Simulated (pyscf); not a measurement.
Thermochemistry of product channels of HO–Zn–OH + H• on the doublet surface, in eV, from ωB97M-D3(BJ)/def2-TZVP energies (ideal gas, 1 atm, RRHO with modes under 100 cm⁻¹ raised to 100, one conformer, R ln 2 for rigid chiral ones). PySCF, gas phase, ωB97X-D3(BJ)/def2-SVP geometries.

```
products           ΔE  ΔH(298 K)  ΔG(600 K)  ΔG(900 K)
--------------  -----  ---------  ---------  ---------
H₂O + [HO–Zn]•  -1.05      -0.85      -1.07      -1.13
•O–Zn–OH + H₂   +0.54      +0.52      +0.45      +0.42
```

These are energies of the channels, which say nothing of barriers. Elements up to Kr have no core potential and no relativistic terms here.
